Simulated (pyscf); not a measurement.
Optimised with ωB97X-D3(BJ)/def2-SVP in PySCF.

Problem. Estimate by transition-state theory (the high-pressure limit) the rate constant of H₃C–CH₂–CH•–Cl → vinyl chloride (H₂C=CH–Cl) + methyl (CH₃•) (doublet surface; C–C broken, none formed) at 1200 K, with ωB97M-D3(BJ)/def2-TZVP energies (ideal gas, 1 atm, RRHO with modes under 100 cm⁻¹ raised to 100, one conformer, R ln 2 for rigid chiral ones; no tunnelling).

Solution. The electronic barrier is 36.0 kcal/mol and the thermal terms add -7.5, so ΔG‡ = 28.5 kcal/mol. With k_BT/h = 2.50e+13 s⁻¹ and RT = 2.385 kcal/mol, k = 1.6e+08 s⁻¹, a half-life of 4.3e-09 s through this channel alone. Wigner's tunnelling factor for 426i cm⁻¹ would be 1.01. A shift of 1 kcal/mol in the barrier changes k by a factor 1.5. One saddle was located; it need not be the lowest between these sides.
